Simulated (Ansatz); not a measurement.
Total energies of B3⁻ from Ansatz at PBE0-D4/def2-TZVPD, gas phase (1 Eh = 27.2114 eV = 2625.5 kJ/mol). The reference geometry is relaxed at PBE-D4/def2-TZVPD.

```xyz
3

B    -0.6830   -0.0115   -0.5783
B     0.1025    0.6923    0.5578
B     0.5805   -0.6808    0.0205
```

| state | geometry | energy (Eh) |
| --- | --- | --- |
| charge -1 singlet | reference | -74.28568 |
| charge 0 doublet | reference | -74.19145 |
| charge -1 triplet | relaxed at PBE-D4/def2-TZVPD | -74.24990 |
| charge -1 quintet | relaxed at PBE-D4/def2-TZVPD | -74.19244 |

Q: Work out the vertical ionisation energy to the doublet.

A: E(charge 0 doublet) − E(charge -1 singlet) = -74.19145 − (-74.28568) = 0.09423 Eh = 2.56 eV. For comparison, −ε of the highest occupied level is 0.86 eV at this level, 1.70 eV less.

Q: Which of the charge -1 states is lowest, and how far above it are the others?

A: The singlet. triplet: -74.24990 − (-74.28568) = 0.03578 Eh = 93.9 kJ/mol; quintet: -74.19244 − (-74.28568) = 0.09324 Eh = 244.8 kJ/mol.

At PBE0-D4/def2-TZVPD the charge 0 doublet is spin-contaminated (final ⟨S²⟩ up to 0.86, 0.75 for a pure state). At PBE0-D4/def2-TZVPD the highest occupied level of the charge -1 triplet lies above zero (up to 0.16 eV). It is a level of α spin, whose loss leaves a doublet; that state wasn't run at this geometry and level. The electron is either unbound and held by the finite basis, or the level is raised by self-interaction error. At PBE0-D4/def2-TZVPD the highest occupied level of the charge -1 quintet lies above zero (up to 0.34 eV). It is a level of α spin, whose loss leaves a quartet; that state wasn't run at this geometry and level. The electron is either unbound and held by the finite basis, or the level is raised by self-interaction error. 

The structure comes from a short search, and lower isomers may exist.
